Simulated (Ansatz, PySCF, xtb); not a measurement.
Scan of H2Si, singlet: symmetric bend, bond length relaxed. Scanned: H-Si-H angle. Other coordinates (Si-H bond length) were minimised at B3LYP/def2-TZVP.

Computed with: CCSDT(Q)/cc-pVTZ = CCSDT(Q) on RHF/cc-pVTZ, frozen core (Ansatz, a first-principles code); GFN1-xTB (xtb); RMP2/6-31G* = PySCF with restricted MP2 (frozen core)/6-31G*, spherical d.

Energies in kJ/mol, each method relative to its own lowest point.

| a / ° | CCSDT(Q)/cc-pVTZ | GFN1-xTB | RMP2/6-31G* |
|---|---|---|---|
| 180 | — | 325.0 | — |
| 167 | — | … | … |
| 157 | 206.0 | 187.8 | 234.0 |
| 147 | 156.6 | 142.4 | 175.3 |
| 137 | 109.0 | 104.8 | 120.5 |
| 127 | 67.6 | 72.1 | 74.0 |
| 117 | 34.8 | 43.9 | 37.6 |
| 107 | 11.8 | … | 12.6 |
| 97 | 0.0 | … | 0.0 |
| 87 | 0.5 | 0.0 | … |
| 77 | 13.9 | 8.5 | 15.9 |
| 67 | 40.5 | 36.5 | 46.0 |
| 60 | 66.7 | 71.5 | 75.8 |

Question: Some entries are withheld; supply them.

Answer: 
- 167, GFN1-xTB: 245.7
- 167, RMP2/6-31G*: 285.0
- 107, GFN1-xTB: 21.2
- 97, GFN1-xTB: 5.5
- 87, RMP2/6-31G*: 0.8

A dash means that the run gave no value there, or that the column was ended at a point which the program doubted or which failed a test of continuity chosen for this set; such a test can also cut sound points.
